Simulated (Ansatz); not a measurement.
Ideal-gas functions of C2H4O2S, SMILES `O=COCS` at 800 K and 1 bar, from an Ansatz frequency run at PBE0-D4/def2-TZVP.

Molar mass 92.12 g/mol, point group C1 (symmetry number 1), electronic degeneracy 1, moments of inertia 27.125, 278.692, 299.142 u Å². Harmonic wavenumbers (cm⁻¹, unscaled): 32, 207, 259, 318, 364, 716, 790, 879, 953, 1048, 1067, 1209, 1262, 1342, 1396, 1473, 1828, 2711, 3057, 3095, 3152.

Use S(trans) = R[1.5 ln M + 2.5 ln T − 1.1517]; rotational temperatures θ = 24.2544 K / I; S(rot) = R[ln(√π/σ · √(T³/θAθBθC)) + 1.5]; for each mode x = 1.438777 ν̃/T, S = R[x/(eˣ − 1) − ln(1 − e⁻ˣ)] and H = RT x/(eˣ − 1); 1 cm⁻¹ = 0.0119627 kJ/mol; R = 8.31446 J/(mol·K).

By hand: the entropy, in J/(mol·K).

Translation 185.8. Rotation: θ = 0.8942, 0.087, 0.0811 K, giving 121.7. Vibration, mode by mode: 32.05, 16.58, 14.74, 13.07, 11.98, 6.76, 6.06, 5.32, 4.78, 4.18, 4.06, 3.32, 3.08, 2.75, 2.55, 2.29, 1.38, 0.38, 0.22, 0.21, 0.19, in all 136.0. Electronic 0.0. Sum 443.5 J/(mol·K).

By hand: H − E and G − E in kJ/mol, counted from the electronic energy.

Zero-point energy ½ × 27158 × 0.0119627 = 162.4; thermal vibration 52.3; translation, rotation and pV give 4 RT = 26.6. H − E = 241.3 kJ/mol, and G − E = 241.3 − 800 × 443.5/1000 = -113.5 kJ/mol.

Vibration gives 31 % of the entropy, 32.1 J/(mol·K) of it from the mode under 150 cm⁻¹: soft modes count most, and the harmonic formula is weakest for them. The sum counts one conformer and one mirror image; others add a mixing term.
